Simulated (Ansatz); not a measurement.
`N[SiH2][O]`• → 4 H• + N• + O• + Si•  (atomization)

Isolated molecules relaxed with PBE0-D4/def2-TZVP in Ansatz; ΔE leaves out vibrations. CCSD(T)/CBS is extrapolated from def2-TZVPP and def2-QZVPP, frozen cores. Functionals use def2-TZVPP. B3LYP here is the variant with VWN-RPA as its local correlation; programs differ in this. HSE06 is defined as in plane-wave codes. Open shells (•) are unrestricted, without spin–orbit coupling. Spin–orbit coupling would lower the free atoms: a little for O, Si. Each species was taken in one conformer, which may not be the lowest.

`N[SiH2][O]`•:

Cartesian coordinates in Å:
```
N 0.559 -0.201 -0.896
Si -0.405 0.163 0.455
O 0.107 -0.221 1.985
H 1.264 0.439 -1.221
H 0.759 -1.148 -1.175
H -1.647 -0.661 0.419
H -0.637 1.629 0.433
```

| level | ΔE (kJ/mol) | difference from CCSD(T)/CBS |
| --- | --- | --- |
| B3LYP-D4 | 2264.5 | 13.5 |
| r2SCANh-D4 | 2234.5 | -16.5 |
| r2SCAN0-D4 | 2208.1 | -42.9 |
| HSE06-D4 | 2228.7 | -22.3 |
| PBE-QIDH | 2202.0 | -49.0 |
| revPBE | 2191.8 | -59.2 |
| BLYP | 2251.3 | 0.3 |
| r2SCANh | 2232.2 | -18.8 |
| LC-ωPBE | 2232.7 | -18.3 |
| CCSD/def2-SVP | 2017.5 | -233.5 |
| MP2/def2-TZVPP | 2183.4 | -67.6 |
| CCSD/CBS(def2) | 2216.9 | -34.1 |
| CCSD(T)/cc-pV(D+d)Z | 1992.0 | -259.0 |
| CCSD/cc-pV(T+d)Z | 2139.1 | -111.9 |
| CCSD(T)/cc-pV(T+d)Z | 2168.2 | -82.8 |
| MP2/cc-pV(Q+d)Z | 2229.8 | -21.2 |
| CCSD(T)/CBS | 2251.0 | 0 |

(1) What do rigid-rotor, harmonic-oscillator terms from PBE0-D4/def2-TZVP frequencies (298.15 K, 1 bar) make of the CCSD(T)/CBS value? (Best estimate.)

Largest T1 diagnostic among the species: 0.018.

Results:

(1) Computed: ΔZPE = -116.6 kJ/mol, ΔH = +2162.1 kJ/mol, ΔS = 647 J/(mol·K), ΔG = +1969.2 kJ/mol. Open shells count their whole term as degenerate.

From r2SCAN to r2SCAN0 (25 % exact exchange), in def2-TZVPP and without D4, ΔE moves by −45.9 kJ/mol: exact exchange takes away binding that semilocal exchange gives to molecules. At CCSD(T), def2-SVP lies −215.1 kJ/mol from the extrapolated value and def2-TZVPP −77.3 kJ/mol: correlation converges slowly with the basis, and small sets miss more of it in the bonded molecule than in its fragments.

CCSD(T)/CBS has its own doubt, a few kJ/mol and more with outer-core shells, so smaller differences from it don't rank the levels.
